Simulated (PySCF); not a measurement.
# The bond of Li₂, level by level

One table from this session's results is given with a row withheld; the runs are named, their logs left out.

Method: Li jorge-DZP-DKH, spin-free X2C with a Gaussian nucleus; program: PySCF 2.14.0.

Set-up of the first run:

Settings of the job:

```yaml
atoms: Li, Li
charge: 0
basis: Li jorge-DZP-DKH
Hamiltonian: spin-free X2C with a Gaussian nucleus
basis_functions: 30
electrons_treated: 6
masses_in_u: 7.0160, 7.0160
levels: PBE0, PBE, r²SCAN, MN15, TPSSh, B2PLYP, ωB97X, HF, MP2, SCS-MP2, CCSD, CCSD(T)
grid: 80 radial by 434 angular points
occupations: held fixed by the projection of orbital angular momentum
dissociation_limit: Li + Li, each in its ground configuration
starting_distance_in_angstrom: 2.570
values_of_2S_to_try: 0, 2
```

Among the steps run: The job; PBE0 along the bond; Excited determinants; PBE; r²SCAN; MN15; TPSSh (hybrid meta-GGA); B2PLYP; ωB97X; RHF; Adding correlation.

One of the session's tables, all rows but one given; the rest of the session is left out.

It belongs to the step «The curves together». Energy (eV) from each level's lowest point:

```
R (Å)    RHF  RHF-MP2  RHF-SCS-MP2  RHF-CCSD  RHF-CCSD(T)
2.357  0.185    0.158        0.154       n/a          n/a
2.467  0.097    0.078        0.076     0.054        0.053
2.576  0.040    0.029        0.028     0.015        0.015
2.659      ?        ?            ?         ?            ?
2.741  0.002    0.000        0.000     0.000        0.000
2.823  0.000    0.002        0.002     0.008        0.008
2.933  0.012    0.018        0.019     0.030        0.031
3.070  0.045    0.055        0.056     0.074        0.074
3.234  0.105    0.117        0.119     0.142        0.143
3.454  0.209    0.222        0.224       n/a          n/a
```

Estimate the missing values for R (Å) = 2.659.

Worked estimate for «RHF». A straight line through the neighbours (2.576, 0.040) and (2.741, 0.002) gives 0.040 + (0.002 − 0.040) × (2.659 − 2.576) / (2.741 − 2.576) = 0.021; a parabola fitted to 4 rows on both sides gives 0.014.

The run gave: RHF: 0.015; RHF-MP2: 0.008; RHF-SCS-MP2: 0.008; RHF-CCSD: 0.002; RHF-CCSD(T): 0.002. In «RHF» the line misses by +0.006 and the parabola by -0.001.

State 2 has its PBE0 minimum 0.75 eV higher. State 3 has its PBE0 minimum 1.20 eV higher. The other levels ran on the lowest alone.
